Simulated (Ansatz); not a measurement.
A calculation with Ansatz (development build ahead of 0.2.0).

```yaml
crystal:
  periodic: [false, false, false]
  atoms:
    - { symbol: C, position_ang: [0.004, -0.5165, -0.1736] }
    - { symbol: C, position_ang: [0.6739, 0.1019, 1.0307] }
    - { symbol: O, position_ang: [-0.6965, 0.4896, -0.8586] }
    - { symbol: H, position_ang: [-0.674, -1.33, 0.1583] }
    - { symbol: H, position_ang: [0.7714, -0.99, -0.8203] }
    - { symbol: H, position_ang: [1.2367, -0.653, 1.5998] }
    - { symbol: H, position_ang: [1.3697, 0.8946, 0.7172] }
    - { symbol: H, position_ang: [-0.0765, 0.5545, 1.6963] }
    - { symbol: H, position_ang: [-1.1223, 0.0944, -1.6248] }
basis:
  gaussian: { orbitals: def2-SVP }
total_charge: 1
magnetization:
  spin_polarized: true
  initial_magnetization: 1
hamiltonian:
  xc: hf
correlation:
  method: mp2
  frozen_orbitals: { C: 1, H: 0, O: 1 }
output:
  forces: true
```

The input is written out in the form of the current development build from the run's settings.

Results

| Quantity | Value |
| --- | --- |
| Converged | yes |
| Reference energy | -153.61542 hartree |
| Correlation energy | -0.43427 hartree |
| Total energy | -154.04970 hartree |
| Spin squared of the determinant | 0.761 |
| Stability test | minimum |

Forces (eV/Å):
```csv
atom,Fx,Fy,Fz
C1,0.943,1.233,1.827
C2,0.046,0.398,0.210
O3,0.799,-0.824,0.895
H4,-0.575,-0.135,-0.648
H5,-0.350,-0.084,-0.800
H6,-0.101,-0.006,-0.151
H7,0.015,-0.134,0.033
H8,0.068,-0.123,-0.004
H9,-0.845,-0.326,-1.362
```
